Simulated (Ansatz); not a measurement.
SiS2⁺. Charge 1, multiplicity 2. Geometry B3LYP-D4/def2-TZVP, that of the neutral singlet; atoms count from 1.

Cartesian coordinates in Å:
```
Si 0.000 0.000 0.000
S 0.616 -0.978 1.540
S -0.616 0.978 -1.540
```

The structure comes from a short search, and lower isomers may exist.

Problem. Estimate the Mulliken populations from the PBE0/def2-TZVP orbitals of Ansatz.

Solution. 
```
atom  charge (e)  spin (α − β)
 Si1        0.55         -0.19
  S2        0.22          0.59
  S3        0.22          0.59
```
Mulliken values and Mayer orders depend strongly on the basis.

Problem. Where does the spin sit?

Solution. Summed by element: Si -0.19, S 1.19, of 1 unpaired in all. Largest on single atoms: S2 0.59, S3 0.59, Si1 -0.19.

Problem. And the Mayer bond orders between bonded heavy atoms (over 0.3)?

Solution. Si1–S2 2.08 (1.93 Å); Si1–S3 2.08 (1.93 Å).
